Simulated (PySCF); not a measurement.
Species: C4H10N (doublet state).
Structure used (PBE0-D3(BJ)/def2-SVP), in Å, numbered top down from 1:
```
atom  x, y, z in Å
C1    -0.9724    1.0182    0.6951
C2    -0.3666   -0.0865   -0.0965
C3    -1.1636   -0.7140   -1.1852
C4     1.1240   -0.2063   -0.1511
N5     1.7476    0.0033    1.1420
H6    -1.9722    0.7486    1.0747
H7    -1.1111    1.9294    0.0745
H8    -0.3237    1.2925    1.5389
H9    -2.2111   -0.8751   -0.8821
H10   -0.7424   -1.6818   -1.5025
H11   -1.1994   -0.0719   -2.0918
H12    1.3798   -1.1754   -0.6337
H13    1.5264    0.5716   -0.8390
H14    1.5171   -0.7647    1.7695
H15    2.7605    0.0230    1.0555
```

The hyperfine couplings belong to this conformer and change with its torsions.

The species is `[C](C)(C)CN` [radical].

Theory: UKS B3LYP, IGLO-III on C N, pcH-1 on H, non-relativistic, mean-field spin-orbit, GIAO (PySCF 2.14.0). Geometry: PBE0-D3(BJ)/def2-SVP, one conformer, isolated molecule. The SCF solution wasn't tested for stability.

**Question.** The isotropic 13C couplings, averaged over equivalent nuclei, are +117.0, -29.4, -25.9 MHz. Assign them to C1/C3; C2; C4.

**Answer.** 
| site | a_iso (MHz) | ρ(0) (bohr⁻³) | position | distance from C2 (Å) | spin population | largest \|T\| (MHz) |
| --- | --- | --- | --- | --- | --- | --- |
| C1/C3 | -25.9 | -0.0230 | 1 bond from C2 | 1.49 | -0.09 | 3.1 |
| C2 | +117.0 | +0.1041 | largest spin population | 0.00 | +0.97 | 151.1 |
| C4 | -29.4 | -0.0261 | 1 bond from C2 | 1.50 | -0.08 | 3.6 |

**Question.** The isotropic 1H couplings, averaged over equivalent nuclei, are +75.3, +66.5, -0.6 MHz. Assign them to H6 (×6); H12/H13; H14/H15.

**Answer.** 
```tsv
site	a_iso (MHz)	ρ(0) (bohr⁻³)	position	distance from C2 (Å)	bound to	spin population there	largest |T| (MHz)
H6 (×6)	+66.5	+0.0149	β, 2 bonds from C2	2.15	C1/C3	-0.09	8.2
H12/H13	+75.3	+0.0168	β, 2 bonds from C2	2.13	C4	-0.08	8.6
H14/H15	-0.6	-0.0001	γ, 3 bonds from C2	3.04	N5	0.00	5.3
```

ρ(0) is the spin density at the nucleus and T the dipolar tensor; entries for several nuclei are means. The Mulliken spin populations are largest on C2 (+0.97), C1 (-0.09), C3 (-0.09) and C4 (-0.08). No atom but C2 exceeds +0.15. The angles at C2 add up to 356.2°, so it is nearly planar.

Examples of negative spin density at the nucleus (bohr⁻³): C4 (-0.0261) and C1/C3 (-0.0230).

Nuclei that the bonding pattern makes equivalent are averaged, as if the motion that swaps them (rotation, inversion, ring flip) were fast. The six 1H nuclei of mean +66.5 MHz run from 16.1 to 135.7 MHz in the frozen geometry. The 1H value of +75.3 MHz is a mean of couplings from 27.3 to 123.3 MHz in this one geometry, not an average over conformers. The 13C value of -25.9 MHz is a mean of couplings from -28.4 to -23.3 MHz in this one geometry, not an average over conformers.
